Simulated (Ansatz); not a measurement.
Consider the substitution at a C–C bond: `SCCS` + H–F → `FCS` + CH₃SH.

Isolated molecules relaxed with PBE0-D4/def2-TZVP in Ansatz; ΔE leaves out vibrations. CBS: MP2 limit from def2 TZ/QZ plus the TZ coupled-cluster correction, frozen cores. This one scheme is used for every species. Functionals use def2-TZVPP. Each species was taken in one conformer, which may not be the lowest.

Problem. Is it downhill or uphill in electronic energy at CCSD(T)/CBS, and by how much? (Best estimate.)

Solution. The calculation gave: Uphill: ΔE = +59.0 kJ/mol.

Problem. What do these levels give: PBE0-D4, B2PLYP, PBE, r2SCAN, PBE0, MP2/def2-TZVPP, SCS-MP2/def2-TZVPP, CCSD(T)/def2-TZVPP, HF/def2-QZVPP, MP2/def2-QZVPP, SCS-MP2/def2-QZVPP, MP2/CBS(def2)? (Estimate.)

Solution. The calculation gave: PBE0-D4 48.8, B2PLYP 40.4, PBE 35.4, r2SCAN 38.6, PBE0 41.3, MP2/def2-TZVPP 66.7, SCS-MP2/def2-TZVPP 54.9, CCSD(T)/def2-TZVPP 54.0, HF/def2-QZVPP 24.3, MP2/def2-QZVPP 69.5, SCS-MP2/def2-QZVPP 57.8, MP2/CBS(def2) 71.7 kJ/mol.

Largest T1 diagnostic among the species: 0.011.

The D4 term adds +13.7 kJ/mol with B3LYP and +7.4 kJ/mol with PBE0; it sums over pairs of atoms, weighted by their polarisabilities, and B3LYP, whose exchange is more repulsive, gets the larger term. From PBE to PBE0 (25 % exact exchange), in def2-TZVPP and without D4, ΔE moves by +5.9 kJ/mol. In def2-TZVPP, CCSD(T) changes the Hartree–Fock value by +29.4 kJ/mol (the triples alone add +3.4 kJ/mol) and MP2 by +42.1 kJ/mol.

B3LYP here is the variant with VWN-RPA as its local correlation; programs differ in this.
